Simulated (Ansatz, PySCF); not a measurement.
System: C₃H₇O, charge 0, multiplicity 2. It need not be the lowest isomer of its formula. 
Coordinates optimised at B3LYP-D3(BJ)/def2-TZVP (Ansatz, a first-principles code):
```xyz
11

O      0.0523    -0.6706     0.1071
C     -0.0603     0.6776    -0.0442
C      1.3727    -1.1799     0.0162
C     -1.4467     1.1966    -0.0072
H      0.7128     1.1611    -0.6368
H      1.3058    -2.2608     0.1190
H      1.8188    -0.9338    -0.9534
H      2.0015    -0.7731     0.8135
H     -2.0459     0.8526    -0.8637
H     -1.9639     0.8656     0.8972
H     -1.4418     2.2870    -0.0213
```
Charge 0, spin multiplicity 2.

Quantity: atomisation energy (electronic, to ground-state atoms), in eV. Cores are frozen in the correlated levels unless marked. UHF or UKS for open shells. No spin-orbit coupling. No relativistic terms. The coupled-cluster limit lacks core correlation, which all-electron functionals hold. CBS marks a two-point X^-3 extrapolation of the correlation energy; Hartree-Fock from the larger set. [CCSD(T)-MP2]/basis is that difference in the basis named.

```
level                         program  atomisation energy (eV)
---------------------  --------------  -----------------------
HF/def2-TZVPD                   PySCF                    31.77
PBE-D3(BJ)/def2-TZVPD  Ansatz + dftd3                    44.15
BLYP/def2-TZVPD                Ansatz                    42.80
revPBE/def2-TZVPD              Ansatz                    42.53
```

Question: What does RI-MP2/CBS(cc-pVTZ,cc-pVQZ)+[CCSD(T)-MP2]/cc-pVDZ (Ansatz) give?

Answer: 43.14 eV, so revPBE/def2-TZVPD differs from it by -0.61 eV.
